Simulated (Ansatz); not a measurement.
`CC1=CC1F` + H₂S → `FC1C=C1S` + CH₄  (substitution at a C–C bond)

Computed with Ansatz on PBE0-D4/def2-TZVP structures; ΔE is electronic, products minus reactants. CBS: MP2 limit from def2 TZ/QZ plus the TZ coupled-cluster correction, frozen cores. This one scheme is used for every species. DFT in def2-TZVPP. B3LYP here is the variant with VWN-RPA as its local correlation; programs differ in this. Each species was taken in one conformer, which may not be the lowest.

| level | ΔE (kJ/mol) | difference from CCSD(T)/CBS |
| --- | --- | --- |
| PBE-D4 | -8.5 | -12.3 |
| ωB97M-V | 3.4 | -0.4 |
| B2PLYP | -0.7 | -4.5 |
| revPBE | -8.0 | -11.8 |
| B3LYP | -0.9 | -4.7 |
| LC-ωPBE | 5.4 | 1.6 |
| HF/def2-SVP | 22.0 | 18.2 |
| CCSD/def2-SVP | 11.4 | 7.6 |
| SCS-MP2/def2-QZVPP | 1.8 | -2.0 |
| MP2/CBS(def2) | -1.4 | -5.2 |
| CCSD(T)/CBS | 3.8 | 0 |

What do rigid-rotor, harmonic-oscillator terms from PBE0-D4/def2-TZVP frequencies (298.15 K, 1 bar) make of the CCSD(T)/CBS value? (Best estimate.)

The calculation gave: ΔZPE = +3.9 kJ/mol, ΔH = +7.6 kJ/mol, ΔS = -15 J/(mol·K), ΔG = +12.1 kJ/mol.

Largest T1 diagnostic among the species: 0.012.

From BLYP to BHLYP (50 % exact exchange), in def2-TZVPP and without D4, ΔE moves by +12.0 kJ/mol. In def2-TZVPP, CCSD(T) changes the Hartree–Fock value by −10.7 kJ/mol (the triples alone add −3.9 kJ/mol) and MP2 by −15.8 kJ/mol. Leaving LDA and LC-ωPBE aside and taking each functional with its dispersion term where it has one, the values, not all of them listed here, spread over 14.0 kJ/mol, from revPBE-D4 to ωB97X-V. LDA lies +3.2 kJ/mol from PBE without D4.
